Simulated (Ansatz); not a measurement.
Species: C2H3O (charge 0, doublet). It need not be the lowest isomer of its formula. SMILES: [CH]1CO1
Geometry: optimised at B3LYP-D3(BJ)/def2-TZVP (Ansatz, a program for electronic structure).

Computed values are from Ansatz. Valence correlation only, unless marked. Open shells are spin-unrestricted. Spin-orbit coupling is left out. No relativistic terms. Basis-set limits of correlation are two-point, X^-3; Hartree-Fock from the larger set. [CCSD(T)-MP2]/basis is that difference in the basis named.

- atomisation energy De: 2254.7 kJ/mol at RI-MP2/CBS(cc-pVTZ,cc-pVQZ)+[CCSD(T)-MP2]/cc-pVTZ
- total energy: -152.9457 Eh at RI-MP2/CBS(cc-pVTZ,cc-pVQZ)+[CCSD(T)-MP2]/cc-pVTZ
- dipole moment: 1.69 D at CCSD(T)/aug-cc-pVDZ
- T1 diagnostic: 0.020 at CCSD/cc-pVTZ
